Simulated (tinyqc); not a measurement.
Worked calculation: LCCD on RHF in the sto-3g basis, for CH3-, spin multiplicity 1. The basis has no diffuse functions, so it cannot describe the extra electron: this is an exercise in the method, not the real anion. One step of it, computed by the program tinyqc.

Question. Orthogonalisation. S = U s U^T; symmetric (Loewdin) form X = U s^(-1/2) U^T, so that X^T S X = 1.

overlap S:
```
           1C 1s     1C 2s     1C 2px     1C 2py     1C 2pz      2H 1s      3H 1s      4H 1s
1C 1s   1.000000  0.248362   0.000000   0.000000   0.000000   0.058592   0.058513   0.058513
1C 2s   0.248362  1.000000   0.000000   0.000000   0.000000   0.475827   0.475498   0.475498
1C 2px  0.000000  0.000000   1.000000   0.000000   0.000000   0.457702  -0.228835  -0.228835
1C 2py  0.000000  0.000000   0.000000   1.000000   0.000000   0.000000   0.396155  -0.396155
1C 2pz  0.000000  0.000000   0.000000   0.000000   1.000000  -0.020525  -0.020505  -0.020505
2H 1s   0.058592  0.475827   0.457702   0.000000  -0.020525   1.000000   0.133185   0.133185
3H 1s   0.058513  0.475498  -0.228835   0.396155  -0.020505   0.133185   1.000000   0.133155
4H 1s   0.058513  0.475498  -0.228835  -0.396155  -0.020505   0.133185   0.133155   1.000000
```

Give: eigenvalues of S; X.

Answer.

eigenvalues of S: 0.2760  0.3689  0.3692  0.9633  1.0029  1.4976  1.4979  2.0242

X:
```
          1C 1s    1C 2s   1C 2px   1C 2py   1C 2pz    2H 1s    3H 1s    4H 1s
1C 1s    1.0283  -0.1654   0.0000   0.0000   0.0015   0.0254   0.0253   0.0253
1C 2s   -0.1654   1.4056   0.0002   0.0000  -0.0161  -0.3278  -0.3274  -0.3274
1C 2px   0.0000   0.0002   1.1828   0.0000   0.0000  -0.3363   0.1680   0.1680
1C 2py   0.0000   0.0000   0.0000   1.1825   0.0000   0.0000  -0.2909   0.2909
1C 2pz   0.0015  -0.0161   0.0000   0.0000   1.0007   0.0139   0.0139   0.0139
2H 1s    0.0254  -0.3278  -0.3363   0.0000   0.0139   1.2504  -0.0304  -0.0304
3H 1s    0.0253  -0.3274   0.1680  -0.2909   0.0139  -0.0304   1.2499  -0.0304
4H 1s    0.0253  -0.3274   0.1680   0.2909   0.0139  -0.0304  -0.0304   1.2499
```
